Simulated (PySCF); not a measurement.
Li3, doublet: data card

These are results of UPBE/[Li def2-SVP], no relativity, density fitting, PySCF, not measurements.

The structure is a minimum.

```xyz
3
charge 0 multiplicity 2, angstrom
Li    0.0000    1.5287    0.0000
Li    1.6604   -0.7644    0.0000
Li   -1.6604   -0.7644    0.0000
```

- Point group: C2v
- Bond lengths: Li–Li 2.831 Å (×2), Li–Li 3.321 Å
- Bond angles: Li–Li–Li 54.1° (×2), Li–Li–Li 71.8°
- Entropy at 298.15 K and 1 bar (electronic part: spin only): 266.5 J/(mol K)
- Heat capacity Cp at 298.15 K: 55.8 J/(mol K)
- Rotational symmetry number: 2
- Lowest empty level (α): -2.03 eV
- Principal quadrupole moments (Buckingham, traceless) about the centre of mass: -8.86, -4.62, 13.48 D Å
- Rotational constants: 0.6854, 0.4357, 0.2664 cm⁻¹
- Enthalpy at 298.15 K above 0 K: 14.11 kJ/mol
- Highest occupied level (α): -2.55 eV
- Principal polarisabilities: 124.1, 213.1, 430.5 bohr³
- Dipole moment: 0.22 D
- Spin squared ⟨S²⟩: 0.798
- Zero-point energy: 4.0 kJ/mol

Harmonic modes (masses in u: Li 7.016):
| symmetry | ω (cm⁻¹) | IR (km/mol) |
| --- | --- | --- |
| a1 | 174 | 12.1 |
| b2 | 180 | 57.1 |
| a1 | 314 | 19.7 |

In C2v the vibrations span 2a1 + b2. Here b1 is antisymmetric to the molecular plane and b2 lies in it.

Charges (e):
| atom | Mulliken | Löwdin | polar tensor | spin (Mulliken) | Mayer order to Li1 |
| --- | --- | --- | --- | --- | --- |
| Li1 | 0.11 | 0.06 | 0.27 | 0.29 | – |
| Li2,3 | -0.05 | -0.03 | -0.14 | 0.35 | 0.60 |
Other Mayer orders above 0.3: Li–Li 0.35.

Mulliken populations on Li1: s 2.61, p 0.28.

Outer orbital energies (eV). α occupied: -3.84, -2.55; empty: -2.03, -1.38, -1.28, -0.85. β occupied: -3.68; empty: -1.83, -1.69, -1.10, -0.85.

Other isomers or separated fragments may lie lower.

The final relaxation and frequency run took 6.9 s on 2 threads of a shared Arm Neoverse N1 host, with 27 basis functions and 7 gradients; the process peaked at 0.4 GiB. Launch command: `OMP_NUM_THREADS=2 python axn.py task.json out`.
